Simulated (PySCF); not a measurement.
**Working out the ionisation energy of Si**

Si [Ne] 3s2 3p2 (3P) → Si⁺ [Ne] 3s2 3p1 (2P). Calculation: PySCF 2.14, in x2c-QZVPPall (9s6p4d2f1g, 70 functions); the spin-free X2C one-electron Hamiltonian (Gaussian nucleus). Frozen: 1s2. Energies in hartree (1 hartree = 27.21139 eV):

```csv
part,Si (lower),Si⁺ (upper)
UHF,-289.463335,-289.183094
MP2 opposite-spin,-0.175568,-0.167125
MP2 same-spin,-0.064248,-0.056959
```

Question: What does Hartree-Fock give?

Answer: (-289.183094) − (-289.463335) = 0.280241 hartree = 7.626 eV.

Question: What do MP2 and SCS-MP2 (6/5 opposite-spin, 1/3 same-spin) give?

Answer: The opposite-spin parts differ by 0.230 eV and the same-spin parts by 0.198 eV. MP2: 7.626 + (0.230) + (0.198) = 8.054 eV. SCS-MP2: 7.626 + 1.2 × (0.230) + (0.198)/3 = 7.968 eV.

Measured between the centres of the two terms (NIST): 8.157 eV, so MP2 (valence and next inner shell) is off by -0.103 eV.

What remains against the reference includes basis incompleteness, the frozen core and correlation beyond second order.
